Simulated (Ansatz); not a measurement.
`C=C=CN`, relaxed with RKS PBE0-D4/def2-TZVP in the Gaussian-basis code of Ansatz from a PBE-D4/def2-SVP geometry. The force threshold is 0.005 eV/Å; the program also tests the step.

Total charge 0; spin multiplicity 1.

Start:

```xyz
9

C    -0.183    0.668   -1.779
C     0.022    0.421   -0.500
C     0.193    0.202    0.799
N    -0.184   -0.934    1.533
H     0.589    0.477   -2.548
H    -1.142    1.081   -2.152
H     0.617    1.015    1.418
H     0.477   -1.177    2.275
H    -0.389   -1.753    0.955
```

Question: How much energy does the relaxation release, and in how many steps? (Best estimate.)

Answer: Ansatz gave: 0.06 eV, in 12 steps, 4 of them rejected.

Question: Which bonds change most? (Best estimate.)

Answer: The calculation gave: C2–C3 from 1.328 to 1.307 Å; C1–H6 from 1.108 to 1.088 Å; C1–H5 from 1.107 to 1.088 Å; C3–H7 from 1.106 to 1.087 Å.

Question: Give the relaxed structure. (Best estimate.)

Answer: Computed: 
```xyz
9

C    -0.182    0.654   -1.752
C     0.023    0.420   -0.489
C     0.193    0.214    0.791
N    -0.183   -0.925    1.510
H     0.582    0.457   -2.502
H    -1.125    1.057   -2.114
H     0.607    1.015    1.398
H     0.474   -1.174    2.234
H    -0.389   -1.720    0.924
```
